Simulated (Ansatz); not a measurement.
Ansatz (an electronic-structure program) input (B3LYP-D3(BJ)/def2-TZVP):

Ansatz 0.2 input:
```yaml
crystal:
  periodic: [false, false, false]
  atoms:
    - {symbol: C, position_ang: [1.14502538, -0.38142530, 0.14741238]}
    - {symbol: C, position_ang: [0.03204805, 0.65710997, 0.11064372]}
    - {symbol: O, position_ang: [-1.23308689, -0.12617052, -0.21931843]}
    - {symbol: H, position_ang: [-1.79541147, 0.09447728, 0.52177410]}
    - {symbol: H, position_ang: [0.20752425, 1.23918759, -0.81929277]}
    - {symbol: H, position_ang: [2.11943237, 0.13014009, 0.16693320]}
    - {symbol: H, position_ang: [1.09945895, -1.00981192, 1.05044502]}
    - {symbol: H, position_ang: [1.17125044, -1.09873694, -0.71364874]}
basis:
  gaussian:
    orbitals: def2-TZVP
hamiltonian:
  xc: b3lyp
  dispersion: d3bj
total_charge: -1
phonons: {temperatures: {t_min: 298.15, t_max: 298.15, t_step: 100}}
```

Output:

```
Functional definition: B3LYP
integrals: 0.03 GiB planned
731 factors; their error is unknown
mean field: 0.37 GiB planned
mean field evaluation 1: about -4198.9009 eV, gradient 3.6e1 eV
mean field evaluation 2: about -4194.8148 eV, gradient 5.2e1 eV
mean field evaluation 4: about -4202.2123 eV, gradient 2.8e0 eV
mean field evaluation 8: about -4202.2156 eV, gradient 4.6e-1 eV
mean field evaluation 16: about -4202.2159 eV, gradient 7.2e-6 eV
mean field -4202.21592268 eV, -154.4285867941 hartree, gradient 7.4e-6 eV, S^2 0.000000; 0 other end points of the search recorded, 0 dependent functions left out
the calculation of the forces begins
reference -4202.21613305 eV, -154.4285945254 hartree; 13, 13 occupied and 110, 110 virtual orbitals, 731 factors
these checks for a lower state are left out or cut short: stability, starts, cluster_reference, orbital_swaps, neighbouring_geometries, increment
integrals: 0.03 GiB planned
731 factors; their error is unknown
mean field: 0.37 GiB planned
mean field -4202.21579874 eV, -154.4285822394 hartree, gradient 1.8e-6 eV, S^2 0.000000; 0 other end points of the search recorded, 0 dependent functions left out
the calculation of the forces begins
reference -4202.21600914 eV, -154.4285899717 hartree; 13, 13 occupied and 110, 110 virtual orbitals, 731 factors
these checks for a lower state are left out or cut short: stability, starts, cluster_reference, orbital_swaps, neighbouring_geometries, increment
integrals: 0.03 GiB planned
731 factors; their error is unknown
mean field: 0.37 GiB planned
mean field -4202.21576632 eV, -154.4285810481 hartree, gradient 1.8e-6 eV, S^2 0.000000; 0 other end points of the search recorded, 0 dependent functions left out
the calculation of the forces begins
reference -4202.21597667 eV, -154.4285887782 hartree; 13, 13 occupied and 110, 110 virtual orbitals, 731 factors
these checks for a lower state are left out or cut short: stability, starts, cluster_reference, orbital_swaps, neighbouring_geometries, increment
integrals: 0.03 GiB planned
731 factors; their error is unknown
mean field: 0.37 GiB planned
mean field evaluation 32: about -4202.2278 eV, gradient 4.7e-1 eV
mean field -4202.21578235 eV, -154.4285816371 hartree, gradient 1.8e-6 eV, S^2 0.000000; 0 other end points of the search recorded, 0 dependent functions left out
the calculation of the forces begins
reference -4202.21599279 eV, -154.4285893707 hartree; 13, 13 occupied and 110, 110 virtual orbitals, 731 factors
these checks for a lower state are left out or cut short: stability, starts, cluster_reference, orbital_swaps, neighbouring_geometries, increment
integrals: 0.03 GiB planned
731 factors; their error is unknown
mean field: 0.37 GiB planned
mean field -4202.21579322 eV, -154.4285820366 hartree, gradient 1.8e-6 eV, S^2 0.000000; 0 other end points of the search recorded, 0 dependent functions left out
the calculation of the forces begins
reference -4202.21600353 eV, -154.4285897655 hartree; 13, 13 occupied and 110, 110 virtual orbitals, 731 factors
these checks for a lower state are left out or cut short: stability, starts, cluster_reference, orbital_swaps, neighbouring_geometries, increment
integrals: 0.03 GiB planned
731 factors; their error is unknown
mean field: 0.37 GiB planned
mean field -4202.21577977 eV, -154.4285815424 hartree, gradient 1.8e-6 eV, S^2 0.000000; 0 other end points of the search recorded, 0 dependent functions left out
the calculation of the forces begins
reference -4202.21599039 eV, -154.4285892826 hartree; 13, 13 occupied and 110, 110 virtual orbitals, 731 factors
these checks for a lower state are left out or cut short: stability, starts, cluster_reference, orbital_swaps, neighbouring_geometries, increment
integrals: 0.03 GiB planned
[...]
these checks for a lower state are left out or cut short: stability, starts, cluster_reference, orbital_swaps, neighbouring_geometries, increment
integrals: 0.03 GiB planned
731 factors; their error is unknown
mean field: 0.37 GiB planned
mean field evaluation 256: about -4202.2280 eV, gradient 4.5e-1 eV
mean field -4202.21591155 eV, -154.4285863853 hartree, gradient 1.8e-6 eV, S^2 0.000000; 0 other end points of the search recorded, 0 dependent functions left out
the calculation of the forces begins
reference -4202.21612191 eV, -154.4285941159 hartree; 13, 13 occupied and 110, 110 virtual orbitals, 731 factors
these checks for a lower state are left out or cut short: stability, starts, cluster_reference, orbital_swaps, neighbouring_geometries, increment
integrals: 0.03 GiB planned
731 factors; their error is unknown
mean field: 0.37 GiB planned
mean field -4202.21590701 eV, -154.4285862182 hartree, gradient 1.8e-6 eV, S^2 0.000000; 0 other end points of the search recorded, 0 dependent functions left out
the calculation of the forces begins
reference -4202.21611740 eV, -154.4285939500 hartree; 13, 13 occupied and 110, 110 virtual orbitals, 731 factors
these checks for a lower state are left out or cut short: stability, starts, cluster_reference, orbital_swaps, neighbouring_geometries, increment
integrals: 0.03 GiB planned
731 factors; their error is unknown
mean field: 0.37 GiB planned
mean field -4202.21592334 eV, -154.4285868186 hartree, gradient 1.8e-6 eV, S^2 0.000000; 0 other end points of the search recorded, 0 dependent functions left out
the calculation of the forces begins
reference -4202.21613372 eV, -154.4285945497 hartree; 13, 13 occupied and 110, 110 virtual orbitals, 731 factors
these checks for a lower state are left out or cut short: stability, starts, cluster_reference, orbital_swaps, neighbouring_geometries, increment
integrals: 0.03 GiB planned
731 factors; their error is unknown
mean field: 0.37 GiB planned
mean field -4202.21589434 eV, -154.4285857527 hartree, gradient 1.8e-6 eV, S^2 0.000000; 0 other end points of the search recorded, 0 dependent functions left out
the calculation of the forces begins
reference -4202.21610472 eV, -154.4285934840 hartree; 13, 13 occupied and 110, 110 virtual orbitals, 731 factors
these checks for a lower state are left out or cut short: stability, starts, cluster_reference, orbital_swaps, neighbouring_geometries, increment
integrals: 0.03 GiB planned
731 factors; their error is unknown
mean field: 0.37 GiB planned
mean field evaluation 288: about -4202.2159 eV, gradient 7.3e-3 eV
mean field -4202.21587271 eV, -154.4285849578 hartree, gradient 1.8e-6 eV, S^2 0.000000; 0 other end points of the search recorded, 0 dependent functions left out
the calculation of the forces begins
reference -4202.21608313 eV, -154.4285926906 hartree; 13, 13 occupied and 110, 110 virtual orbitals, 731 factors
these checks for a lower state are left out or cut short: stability, starts, cluster_reference, orbital_swaps, neighbouring_geometries, increment
integrals: 0.03 GiB planned
731 factors; their error is unknown
mean field: 0.37 GiB planned
mean field -4202.21589429 eV, -154.4285857510 hartree, gradient 1.8e-6 eV, S^2 0.000000; 0 other end points of the search recorded, 0 dependent functions left out
the calculation of the forces begins
reference -4202.21610463 eV, -154.4285934807 hartree; 13, 13 occupied and 110, 110 virtual orbitals, 731 factors
these checks for a lower state are left out or cut short: stability, starts, cluster_reference, orbital_swaps, neighbouring_geometries, increment
integrals: 0.03 GiB planned
731 factors; their error is unknown
mean field: 0.37 GiB planned
mean field -4202.21586473 eV, -154.4285846646 hartree, gradient 1.8e-6 eV, S^2 0.000000; 0 other end points of the search recorded, 0 dependent functions left out
the calculation of the forces begins
reference -4202.21607503 eV, -154.4285923932 hartree; 13, 13 occupied and 110, 110 virtual orbitals, 731 factors
these checks for a lower state are left out or cut short: stability, starts, cluster_reference, orbital_swaps, neighbouring_geometries, increment
integrals: 0.03 GiB planned
731 factors; their error is unknown
mean field: 0.37 GiB planned
mean field -4202.21584435 eV, -154.4285839157 hartree, gradient 1.8e-6 eV, S^2 0.000000; 0 other end points of the search recorded, 0 dependent functions left out
the calculation of the forces begins
reference -4202.21605480 eV, -154.4285916496 hartree; 13, 13 occupied and 110, 110 virtual orbitals, 731 factors
these checks for a lower state are left out or cut short: stability, starts, cluster_reference, orbital_swaps, neighbouring_geometries, increment
integrals: 0.03 GiB planned
731 factors; their error is unknown
mean field: 0.37 GiB planned
mean field -4202.21592296 eV, -154.4285868045 hartree, gradient 1.8e-6 eV, S^2 0.000000; 0 other end points of the search recorded, 0 dependent functions left out
the calculation of the forces begins
reference -4202.21613333 eV, -154.4285945356 hartree; 13, 13 occupied and 110, 110 virtual orbitals, 731 factors
these checks for a lower state are left out or cut short: stability, starts, cluster_reference, orbital_swaps, neighbouring_geometries, increment
integrals: 0.03 GiB planned
731 factors; their error is unknown
mean field: 0.37 GiB planned
mean field evaluation 320: about -4202.2282 eV, gradient 2.2e-4 eV
mean field -4202.21589688 eV, -154.4285858459 hartree, gradient 1.8e-6 eV, S^2 0.000000; 0 other end points of the search recorded, 0 dependent functions left out
the calculation of the forces begins
reference -4202.21610725 eV, -154.4285935772 hartree; 13, 13 occupied and 110, 110 virtual orbitals, 731 factors
these checks for a lower state are left out or cut short: stability, starts, cluster_reference, orbital_swaps, neighbouring_geometries, increment
integrals: 0.03 GiB planned
731 factors; their error is unknown
mean field: 0.37 GiB planned
mean field -4202.21587255 eV, -154.4285849518 hartree, gradient 1.8e-6 eV, S^2 0.000000; 0 other end points of the search recorded, 0 dependent functions left out
the calculation of the forces begins
reference -4202.21608289 eV, -154.4285926817 hartree; 13, 13 occupied and 110, 110 virtual orbitals, 731 factors
these checks for a lower state are left out or cut short: stability, starts, cluster_reference, orbital_swaps, neighbouring_geometries, increment
integrals: 0.03 GiB planned
731 factors; their error is unknown
mean field: 0.37 GiB planned
mean field -4202.21589477 eV, -154.4285857685 hartree, gradient 1.8e-6 eV, S^2 0.000000; 0 other end points of the search recorded, 0 dependent functions left out
the calculation of the forces begins
reference -4202.21610518 eV, -154.4285935011 hartree; 13, 13 occupied and 110, 110 virtual orbitals, 731 factors
these checks for a lower state are left out or cut short: stability, starts, cluster_reference, orbital_swaps, neighbouring_geometries, increment
integrals: 0.03 GiB planned
731 factors; their error is unknown
mean field: 0.37 GiB planned
mean field -4202.21586415 eV, -154.4285846434 hartree, gradient 1.8e-6 eV, S^2 0.000000; 0 other end points of the search recorded, 0 dependent functions left out
the calculation of the forces begins
reference -4202.21607443 eV, -154.4285923708 hartree; 13, 13 occupied and 110, 110 virtual orbitals, 731 factors
these checks for a lower state are left out or cut short: stability, starts, cluster_reference, orbital_swaps, neighbouring_geometries, increment
integrals: 0.03 GiB planned
731 factors; their error is unknown
mean field: 0.37 GiB planned
mean field evaluation 352: about -4202.2159 eV, gradient 1.3e-6 eV
mean field -4202.21587217 eV, -154.4285849379 hartree, gradient 1.8e-6 eV, S^2 0.000000; 0 other end points of the search recorded, 0 dependent functions left out
the calculation of the forces begins
reference -4202.21608265 eV, -154.4285926729 hartree; 13, 13 occupied and 110, 110 virtual orbitals, 731 factors
Total energy: -4202.38326563 eV, -154.4347365342 hartree
Atom 0 at     1.145025    -0.381425     0.147412 Å, force    -0.000711     0.000066    -0.000087 eV/Å
Atom 1 at     0.032048     0.657110     0.110644 Å, force     0.000401    -0.000198    -0.000139 eV/Å
Atom 2 at    -1.233087    -0.126171    -0.219318 Å, force     0.000271     0.000188    -0.000146 eV/Å
Atom 3 at    -1.795411     0.094477     0.521774 Å, force    -0.000371    -0.000110     0.000101 eV/Å
Atom 4 at     0.207524     1.239188    -0.819293 Å, force    -0.000393     0.000417    -0.000035 eV/Å
Atom 5 at     2.119432     0.130140     0.166933 Å, force     0.000500     0.000029     0.000042 eV/Å
Atom 6 at     1.099459    -1.009812     1.050445 Å, force     0.000218    -0.000089     0.000351 eV/Å
Atom 7 at     1.171250    -1.098737    -0.713649 Å, force     0.000086    -0.000302    -0.000087 eV/Å
Dipole moment:    -0.015323    -0.348110    -0.019983 e Å
Vibrations: 269.96 285.86 392.10 724.98 878.44 912.84 1017.50 1091.72 1186.42 1334.88 1348.92 1440.10 1490.81 2691.08 2796.48 2921.42 2973.75 3863.02 cm⁻¹, zero-point energy 1.712238 eV
```

It need not be the lowest isomer of its formula. Whether it binds its extra electron was not tested at this geometry.
